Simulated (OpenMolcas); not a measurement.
BN (SMILES B#N): methods side by side

BN: 2 atoms, total charge 0, spin state triplet. As SMILES, `B#N`. Geometry: relaxed at PBE0-D4/def2-TZVP.

| atom | x (Å) | y (Å) | z (Å) |
| --- | --- | --- | --- |
| B | 0.0000 | 0.0000 | -0.0235 |
| N | 0.0000 | 0.0000 | 1.2919 |

Quantity: the energy change with the B1–N2 bond stretched from 1.315 to 2.220 Å, in eV. The values are calculated.

```json
{"level": "UHF/STO-3G", "kind": "Hartree–Fock", "program": "OpenMolcas", "value (eV)": "1.98", "less FCI/STO-3G": "-1.20", "CPU time (all runs)": "4.1 s"}
{"level": "USVWN5/STO-3G", "kind": "LDA", "program": "OpenMolcas", "value (eV)": "4.26", "less FCI/STO-3G": "+1.08", "CPU time (all runs)": "7.4 s"}
{"level": "UPBE/STO-3G", "kind": "GGA", "program": "OpenMolcas", "value (eV)": "3.84", "less FCI/STO-3G": "+0.66", "CPU time (all runs)": "7.8 s"}
{"level": "U-r2SCAN/STO-3G", "kind": "meta-GGA", "program": "OpenMolcas", "value (eV)": "3.88", "less FCI/STO-3G": "+0.70", "CPU time (all runs)": "9.8 s"}
{"level": "UB3LYP/STO-3G", "kind": "global hybrid", "program": "OpenMolcas", "value (eV)": "3.62", "less FCI/STO-3G": "+0.44", "CPU time (all runs)": "8.5 s"}
{"level": "UM06-2X/STO-3G", "kind": "hybrid meta-GGA", "program": "OpenMolcas", "value (eV)": "3.70", "less FCI/STO-3G": "+0.52", "CPU time (all runs)": "9.7 s"}
{"level": "ROCCSD(T)/STO-3G", "kind": "coupled cluster or CI", "program": "OpenMolcas", "value (eV)": "3.16", "less FCI/STO-3G": "-0.02", "CPU time (all runs)": "4.9 s"}
{"level": "FCI/STO-3G", "kind": "exact in the basis", "program": "OpenMolcas", "value (eV)": "3.18", "less FCI/STO-3G": "0.00", "CPU time (all runs)": "3.6 s"}
```

FCI/STO-3G is exact within its basis and frozen core, so for wave-function methods in that basis the difference is their error; functionals converge differently with the basis, so for them it is only a difference. The first shape isn't each level's own minimum. The values span 1.98 to 4.26 eV. Spin contamination of the reference (⟨S²⟩ at least 0.1 too high) touches UHF/STO-3G, U-r2SCAN/STO-3G, UB3LYP/STO-3G, UM06-2X/STO-3G. All rows use very small basis sets, so even the best lies far from the true value. Times are those of the runs behind each value, whatever else they computed, on shared processors of several kinds: orders of magnitude only.
